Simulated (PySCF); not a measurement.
## Fluorine: a sound run and one with changed settings

Sound run: F [He] 2s2 2p5, F⁺ [He] 2s2 2p4. Computed with PySCF 2.14 in x2c-TZVPall (5s3p2d1f, 31 functions), with scalar relativity by spin-free X2C-1e. The sound run starts from symmetry-adapted Hartree-Fock orbitals and uses a fine grid where one is needed.

A second run was set up differently.

```csv
species,method,sound run (hartree),changed run (hartree),converged
F,UHF,-99.49886,-99.49886,yes
F,r2SCAN,-99.81573,-99.82123,yes
F,MN15,-99.79781,-99.79447,yes
F⁺,UHF,-98.92406,-98.92406,yes
F⁺,r2SCAN,-99.17247,-99.17354,yes
F⁺,MN15,-99.15232,-99.14749,yes
```

Ionisation energy of F:

```json
{"method": "UHF", "sound run (eV)": "15.641", "changed run (eV)": "15.641"}
{"method": "r2SCAN", "sound run (eV)": "17.504", "changed run (eV)": "17.625"}
{"method": "MN15", "sound run (eV)": "17.565", "changed run (eV)": "17.605"}
```

(1) What was changed?
A. too few SCF iterations
B. level shift left on
C. minimal basis
D. angular grid far too coarse

Answers

(1) D. It used 14 angular points. A coarse angular grid integrates products of high-l functions wrongly, so density functionals can shift, and the SCF can exploit the error; Hartree-Fock and MP2 need no grid.
